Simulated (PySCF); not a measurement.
## SMILES C[C@@H]1C[C@H]1S, C4H8S

Geometry:
| atom | x (Å) | y (Å) | z (Å) |
| --- | --- | --- | --- |
| C1 | -1.583 | -0.452 | -0.157 |
| C2 | -0.284 | 0.013 | 0.449 |
| C3 | 0.357 | 1.284 | -0.019 |
| C4 | 0.972 | -0.037 | -0.369 |
| S5 | 2.532 | -0.479 | 0.419 |
| H6 | -2.423 | 0.022 | 0.347 |
| H7 | -1.626 | -0.197 | -1.213 |
| H8 | -1.688 | -1.531 | -0.058 |
| H9 | -0.178 | -0.220 | 1.502 |
| H10 | 0.867 | 1.900 | 0.706 |
| H11 | -0.117 | 1.843 | -0.813 |
| H12 | 0.920 | -0.377 | -1.395 |
| H13 | 2.246 | -1.770 | 0.584 |

Computed, not measured: PySCF 2.14.0, TDDFT wB97X-D/aug-cc-pVDZ circular dichroism and optical rotation, one conformer, gas phase. Geometry: GFN2-xTB.

The molecule is flexible and this is one conformer; a measurement averages over conformers.

Question: Draw the ECD and absorption spectra from the lowest 12 states, each a Gaussian of half-width 0.2 eV at 1/e height.

Answer: 
| E (eV) | λ (nm) | Δε (L mol⁻¹ cm⁻¹) | ε (L mol⁻¹ cm⁻¹) |
| --- | --- | --- | --- |
| 5.08 | 244 | +0.01 | 1.31 |
| 5.23 | 237 | +0.24 | 31.6 |
| 5.38 | 231 | +1.85 | 249 |
| 5.53 | 224 | +4.72 | 635 |
| 5.68 | 218 | +3.91 | 536 |
| 5.83 | 213 | +0.92 | 322 |
| 5.98 | 207 | -0.73 | 1100 |
| 6.13 | 202 | -1.60 | 2140 |
| 6.28 | 198 | -1.11 | 1370 |
| 6.43 | 193 | -1.48 | 446 |
| 6.58 | 189 | -4.96 | 869 |
| 6.73 | 184 | -2.36 | 1760 |
| 6.88 | 180 | +7.74 | 1840 |
| 7.03 | 176 | +5.45 | 1180 |
| 7.18 | 173 | -5.05 | 1290 |
| 7.33 | 169 | -10.72 | 3180 |
| 7.48 | 166 | +5.76 | 4340 |
| 7.63 | 163 | +14.88 | 3290 |
| 7.78 | 159 | +3.32 | 3290 |

Δε uses R in velocity form, ε uses f in length form. Only the states computed contribute, so the short-wavelength end is incomplete.
